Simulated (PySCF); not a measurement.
dimethyl carbonate: bond dissociation enthalpies at several levels

Structure: `COC(=O)OC` (C3H6O3). Coordinates in Å; atoms count from 1 in this order:
```
C     2.3111   -0.1041    0.0451
O     1.0772   -0.5682    0.5580
C    -0.0013    0.0073    0.0398
O    -0.0031    0.8676   -0.8000
O    -1.0773   -0.5298    0.6022
C    -2.3136   -0.0107    0.1509
H     2.4432    0.9704    0.2412
H     3.0895   -0.6790    0.5599
H     2.3746   -0.2695   -1.0406
H    -3.0925   -0.5644    0.6881
H    -2.4286   -0.1509   -0.9341
H    -2.3944    1.0641    0.3721
```

All levels share the PBE0-D3(BJ)/def2-SVP structures and the GFN2-xTB thermal terms; only the single-point energies (PySCF) change. Values are bond dissociation enthalpies (298 K, kJ/mol).

| level | C1–O2 | C1–H | O2–C3 | time |
| --- | --- | --- | --- | --- |
| r2SCAN-D3(BJ)/def2-TZVP (grid 3) | 318 | 393 | 397 | 2.5 min |
| PBE-D3(BJ)/def2-TZVP | 329 | 396 | 402 | 97 s |
| HSE06/def2-TZVP | 344 | 397 | 403 | 2.1 min |
| PBE0-D3(BJ)/def2-TZVP | 352 | 400 | 411 | – |
| PBE0-D3(BJ)/pcseg-2 | 353 | 400 | 410 | 71 s |
| PBE0-D3(BJ)/6-31G* | 361 | 407 | 423 | 18 s |
| ωB97X-D3(BJ)/def2-TZVP | 370 | 413 | 416 | 66 s |
| M06-2X/def2-TZVP (grid 3) | 395 | 414 | 434 | 2.2 min |

Times are wall times for all single points of a level on 1 thread of Intel Xeon Platinum 8259CL @ 2.50GHz, a shared host; the dash marks the run that also made the structures. HSE06, PBE, r2SCAN ran on a slower path of this set-up, which computes the density-fitting integrals anew in every SCF cycle while the other levels store them. So the times needn't show the usual order of cost, and those levels read slower than they are.

The widest spread is that of C1–O2: 77 kJ/mol, from 318 to 395.

Note: the order of C1–H and O2–C3 (ΔE differs by -4, ΔH by -11, ΔG by 9 kJ/mol) hangs on zero-point and thermal terms; acyloxyl radicals have several close states, and functionals often give them a symmetry-broken structure, so values with them are uncertain; radicals beside a multiple bond are drawn in one resonance form, and their spin spreads.
